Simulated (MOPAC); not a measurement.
Job for MOPAC: PM7 on CH3 (SMILES [CH3]), 2S+1 = 2.

```
PM7 1SCF PRECISE CHARGE=0 UHF MS=0.5 THREADS=1
CH3

C      0.00000000 1     0.00000000 1    -0.00000000 1
H      0.00000000 1     0.00000000 1     1.07731727 1
H     -0.00000000 1     0.93298412 1    -0.53865863 1
H      0.00000000 1    -0.93298412 1    -0.53865863 1
```

Program output:

```
*******************************************************************************
 **                                                                           **
 **                              MOPAC v23.2.5                                **
 **                                                                           **
 *******************************************************************************
 ** MOPAC's Digital Object Identifier: https://doi.org/10.5281/zenodo.6511958 **
 **                                                                           **
 ** Please cite the open-source release paper for use of this MOPAC version:  **
 ** J. E. Moussa and J. J. P. Stewart (2026)                                  **
 ** MOPAC: An open-source semiempirical molecular orbital program             **
 ** J. Open Source Softw., 11(119), 8025, https://doi.org/10.21105/joss.08025 **
 *******************************************************************************

                              PM7 CALCULATION RESULTS

 *******************************************************************************
 *  PM7        - The PM7 Hamiltonian to be used
 *  UHF        - UNRESTRICTED HARTREE-FOCK CALCULATION
 *
 *
 *
 *                 CHARGE ON SYSTEM = 0
 *
 *
 *
 *  MS=        - IN MECI, MAGNETIC COMPONENT OF SPIN =  0.5
 *  PRECISE    - TIGHTER CRITERIA TO BE USED
 *  1SCF       - DO 1 SCF AND THEN STOP
 *  THREADS=1  - MULTI-THREADING NOT USED
 *  T=         - A TIME OF 172800.0 SECONDS REQUESTED
 *  DUMP=N     - RESTART FILE WRITTEN EVERY 7200.0 SECONDS REQUESTED
 *******************************************************************************
PM7 1SCF PRECISE CHARGE=0 UHF MS=0.5 THREADS=1
 CH3

   ATOM   CHEMICAL          X               Y               Z
  NUMBER   SYMBOL      (ANGSTROMS)     (ANGSTROMS)     (ANGSTROMS)

     1       C          0.00000000  *   0.00000000  *  -0.00000000  *
     2       H          0.00000000  *   0.00000000  *   1.07731727  *
     3       H         -0.00000000  *   0.93298412  *  -0.53865863  *
     4       H          0.00000000  *  -0.93298412  *  -0.53865863  *



          CARTESIAN COORDINATES

    NO.       ATOM           X           Y           Z

     1         C          0.0000      0.0000     -0.0000
     2         H          0.0000      0.0000      1.0773
     3         H         -0.0000      0.9330     -0.5387
     4         H          0.0000     -0.9330     -0.5387

 General Reference for PM7:
 "Optimization of Parameters for Semiempirical Methods VI: More Modifications to the
 NDDO Approximations and Re-optimization of Parameters", J. J. P. Stewart, J. Mol. Mod., 1:32, 19 (2013)
 https://link.springer.com/article/10.1007/s00894-012-1667-x

           Empirical Formula: C H3  =     4 atoms



      MOLECULAR POINT GROUP   :   D3h


          UHF CALCULATION, NO. OF ALPHA ELECTRONS =    4
                           NO. OF BETA  ELECTRONS =    3

 -------------------------------------------------------------------------------
 PM7 1SCF PRECISE CHARGE=0 UHF MS=0.5 THREADS=1
 CH3



     1SCF WAS SPECIFIED, SO BFGS WAS NOT USED
     SCF FIELD WAS ACHIEVED


                              PM7 CALCULATION
                                                       MOPAC v23.2.5 Linux




          FINAL HEAT OF FORMATION =         28.39348 KCAL/MOL =     118.79830 KJ/MOL


          COSMO AREA              =         53.52 SQUARE ANGSTROMS
          COSMO VOLUME            =         36.06 CUBIC ANGSTROMS

          IONIZATION POTENTIAL    =          9.911565 EV
          ALPHA SOMO LUMO (EV)    =         -9.912  6.081
          BETA  SOMO LUMO (EV)    =        -14.064  0.598
          NO. OF ALPHA ELECTRONS  =          4
          NO. OF BETA  ELECTRONS  =          3
          MOLECULAR WEIGHT        =         15.0347         POINT GROUP:  D3h

          MOLECULAR DIMENSIONS (Angstroms)

            Atom       Atom       Distance
            H     3    H     2     1.86597
            H     4    H     2     1.61598
            C     1    H     2     0.00000


          SCF CALCULATIONS        =          1





   ATOM   CHEMICAL          X               Y               Z
  NUMBER   SYMBOL      (ANGSTROMS)     (ANGSTROMS)     (ANGSTROMS)

     1       C          0.00000000  *   0.00000000  *  -0.00000000  *
     2       H          0.00000000  *   0.00000000  *   1.07731727  *
     3       H         -0.00000000  *   0.93298412  *  -0.53865863  *
     4       H          0.00000000  *  -0.93298412  *  -0.53865863  *

                             CARTESIAN COORDINATES

   1    C        0.000000000     0.000000000    -0.000000000
   2    H        0.000000000     0.000000000     1.077317270
   3    H       -0.000000000     0.932984120    -0.538658630
   4    H        0.000000000    -0.932984120    -0.538658630


           Empirical Formula: C H3  =     4 atoms



      MOLECULAR POINT GROUP   :   D3h


          ALPHA EIGENVALUES
 -23.39900 -14.34077 -14.34077  -9.91156   6.08144   6.08144   6.33184


           BETA EIGENVALUES
 -22.94165 -14.06386 -14.06386   0.59786   6.27021   6.27021   6.64832


              NET ATOMIC CHARGES AND DIPOLE CONTRIBUTIONS

  ATOM NO.   TYPE          CHARGE      No. of ELECS.   s-Pop       p-Pop
    1          C          -0.410960        4.4110     1.14600     3.26496
    2          H           0.136987        0.8630     0.86301
    3          H           0.136987        0.8630     0.86301
    4          H           0.136987        0.8630     0.86301
 DIPOLE           X         Y         Z       TOTAL
 POINT-CHG.     0.000    -0.000     0.000     0.000
 HYBRID        -0.000     0.000    -0.000     0.000
 SUM           -0.000    -0.000     0.000     0.000


          ATOMIC ORBITAL ELECTRON POPULATIONS

     Atom    s        px        py        pz
    1  C   1.14600   1.00000   1.13248   1.13248
    2  H   0.86301
    3  H   0.86301
    4  H   0.86301


                    (SZ)    =    0.500000
                    (S**2)  =    0.753025


          ATOMIC ORBITAL SPIN POPULATIONS

    Atom   Total    s     px     py     pz
         Atomic
    1  C  1.0938  0.027  1.000  0.034  0.034
    2  H -0.0313 -0.031
    3  H -0.0313 -0.031
    4  H -0.0313 -0.031

 **********************
 *                    *
 * JOB ENDED NORMALLY *
 *                    *
 **********************




 == MOPAC DONE ==
```

The run finished.

Cost: about 0.020 core-seconds (a rough figure).
